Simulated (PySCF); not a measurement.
ClH, SMILES Cl.

Geometry optimised at PBE0-D3(BJ)/def2-TZVPD.

Level of theory: TDDFT-M06-2X/def2-TZVPD run with PySCF.

Vertical excitations; the highest root listed may be one member of a degenerate set. The molecule is in vacuum. State labels are in the subgroup C2v.

```json
[
 {"state": "S1", "symmetry": "B1", "energy (eV)": "7.61", "λ (nm)": "163", "f": "0.017", "main pairs": "HOMO−1→LUMO (degenerate set)"},
 {"state": "S2", "symmetry": "B2", "energy (eV)": "7.61", "λ (nm)": "163", "f": "0.017", "main pairs": "HOMO→LUMO (degenerate set)"},
 {"state": "S3", "symmetry": "B1", "energy (eV)": "9.66", "λ (nm)": "128", "f": "0.014", "main pairs": "HOMO−1→LUMO+1, HOMO−1→LUMO+4, HOMO−1→LUMO (degenerate set)"},
 {"state": "S4", "symmetry": "B2", "energy (eV)": "9.66", "λ (nm)": "128", "f": "0.014", "main pairs": "HOMO→LUMO+1, HOMO→LUMO+4, HOMO→LUMO (degenerate set)"},
 {"state": "S5", "symmetry": "A2", "energy (eV)": "9.84", "λ (nm)": "126", "f": "0.000", "main pairs": "HOMO−1→LUMO+3 49 %, HOMO→LUMO+2 49 %"},
 {"state": "S6", "symmetry": "B1", "energy (eV)": "9.86", "λ (nm)": "126", "f": "0.126", "main pairs": "HOMO−1→LUMO+4, HOMO−1→LUMO+1 (degenerate set)"},
 {"state": "S7", "symmetry": "B2", "energy (eV)": "9.86", "λ (nm)": "126", "f": "0.126", "main pairs": "HOMO→LUMO+4, HOMO→LUMO+1 (degenerate set)"},
 {"state": "S8", "symmetry": "A1", "energy (eV)": "9.89", "λ (nm)": "125", "f": "0.000", "main pairs": "HOMO→LUMO+3, HOMO−1→LUMO+2 (degenerate set)"},
 {"state": "S9", "symmetry": "A2", "energy (eV)": "9.89", "λ (nm)": "125", "f": "0.000", "main pairs": "HOMO→LUMO+2, HOMO−1→LUMO+3 (degenerate set)"},
 {"state": "S10", "symmetry": "A1", "energy (eV)": "10.32", "λ (nm)": "120", "f": "0.005", "main pairs": "HOMO−1→LUMO+2 48 %, HOMO→LUMO+3 48 %"},
 {"state": "T1", "symmetry": "B2", "energy (eV)": "7.13", "λ (nm)": "174", "f": "0", "main pairs": "HOMO→LUMO, HOMO→LUMO+4 (degenerate set)"},
 {"state": "T2", "symmetry": "B1", "energy (eV)": "7.13", "λ (nm)": "174", "f": "0", "main pairs": "HOMO−1→LUMO, HOMO−1→LUMO+4 (degenerate set)"},
 {"state": "T3", "symmetry": "B2", "energy (eV)": "9.52", "λ (nm)": "130", "f": "0", "main pairs": "HOMO→LUMO+4, HOMO→LUMO, HOMO→LUMO+1 (degenerate set)"},
 {"state": "T4", "symmetry": "B1", "energy (eV)": "9.52", "λ (nm)": "130", "f": "0", "main pairs": "HOMO−1→LUMO+4, HOMO−1→LUMO, HOMO−1→LUMO+1 (degenerate set)"}
]
```
Triplets are in the Tamm–Dancoff approximation, which puts them higher than full response would, so one can lie above its singlet here.
